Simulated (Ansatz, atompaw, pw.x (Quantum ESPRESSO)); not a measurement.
From atom to crystal: PAW (atompaw) potential for B

```json
{
  "Element": "B (Z = 5)",
  "Generator": "atompaw 4.2.0.5",
  "Type": "PAW",
  "Functional": "LDA (PW92)",
  "Relativity": "scalar-relativistic",
  "Frozen core": "[He]",
  "Valence charge": "3",
  "Reference configuration": "2s1 2p2",
  "Partial waves": "2s (bound): rc 1.75 bohr; 2s channel at 0.55 Ry: rc 2.50 bohr; 2p (bound): rc 2.50 bohr; 2p channel at 1.6 Ry: rc 2.50 bohr; 3d channel at 0.2 Ry: rc 2.10 bohr",
  "Local potential": "troulliermartins scheme with l = 3 at 0 Ry, radius 1.90 bohr",
  "Core correction": "smooth core density matched at 2.10 bohr",
  "Augmentation charge": "besselshape compensation charge, radius 1.90 bohr; PAW radius 2.50 bohr; waves and projectors: custom rrkj vanderbiltortho"
}
```

Crystal test: diamond B in pw.x 7.5, no spin, 11³ k-points, Fermi–Dirac smearing 0.01 Ry, cutoffs 40/400 Ry. The lattice is a test structure that the element need not adopt, and mesh and smearing are coarse.

pw.x input:

```
&control
  calculation='scf', prefix='x', pseudo_dir='./', outdir='./tmp', tstress=.true., disk_io='none'
/
&system
  ibrav=0, nat=2, ntyp=1, ecutwfc=40, ecutrho=400, nbnd=10,
  occupations='smearing', smearing='fd', degauss=0.01
/
&electrons
  conv_thr=1e-09, mixing_beta=0.4, electron_maxstep=70
/
ATOMIC_SPECIES
B 1.0 B.UPF
CELL_PARAMETERS angstrom
  0.00000000 2.00183166 2.00183166
  2.00183166 0.00000000 2.00183166
  2.00183166 2.00183166 0.00000000
ATOMIC_POSITIONS crystal
B 0.0000 0.0000 0.0000
B 0.2500 0.2500 0.2500
K_POINTS automatic
11 11 11 0 0 0
```

```bash
pw.x < B.scf.in > B.scf.out
```

Task: How does the run end?

Result: It converges; the pressure is 6.86 GPa against -0.11 GPa from all-electron LAPW. The largest radius (2.50 bohr) exceeds half the bond length (1.64 bohr), so the spheres overlap, which is one possible source of error among others. This is a poor potential for the solid. The log shows:

```
     Exchange-correlation= SLA PW NOGX NOGC
     number of k points=    56  Fermi-Dirac smearing, width (Ry)=  0.0100
     iteration #  1     ecut=    40.00 Ry     beta= 0.40
     total energy              =     -21.78864680 Ry
     estimated scf accuracy    <       0.09455183 Ry
     iteration #  2     ecut=    40.00 Ry     beta= 0.40
     total energy              =     -21.80271954 Ry
     estimated scf accuracy    <       0.02411264 Ry
     iteration #  3     ecut=    40.00 Ry     beta= 0.40
     total energy              =     -21.80841162 Ry
     estimated scf accuracy    <       0.00022612 Ry
     iteration #  4     ecut=    40.00 Ry     beta= 0.40
     total energy              =     -21.80868109 Ry
     estimated scf accuracy    <       0.00002919 Ry
     [... 2 iterations left out ...]
     iteration #  7     ecut=    40.00 Ry     beta= 0.40
     total energy              =     -21.80868696 Ry
     estimated scf accuracy    <          5.8E-09 Ry
     iteration #  8     ecut=    40.00 Ry     beta= 0.40
     total energy              =     -21.80868696 Ry
     estimated scf accuracy    <          6.6E-09 Ry
     iteration #  9     ecut=    40.00 Ry     beta= 0.40
     total energy              =     -21.80868695 Ry
     estimated scf accuracy    <          1.7E-09 Ry
     iteration # 10     ecut=    40.00 Ry     beta= 0.40
     the Fermi energy is     6.3951 ev
!    total energy              =     -21.80868695 Ry
     estimated scf accuracy    <          5.8E-10 Ry
     smearing contrib. (-TS)   =      -0.00435131 Ry
     The total energy is F=E-TS. E is the sum of the following terms:
     one-electron contribution =       5.78494631 Ry
     hartree contribution      =       0.73852303 Ry
     xc contribution           =      -4.26578510 Ry
     ewald contribution        =     -12.81583132 Ry
     one-center paw contrib.   =     -11.24618858 Ry
     convergence has been achieved in  10 iterations
          total   stress  (Ry/bohr**3)                   (kbar)     P=       68.58
     Message from routine punch:
     Nothing written, as per user request (disk_io='none')
```
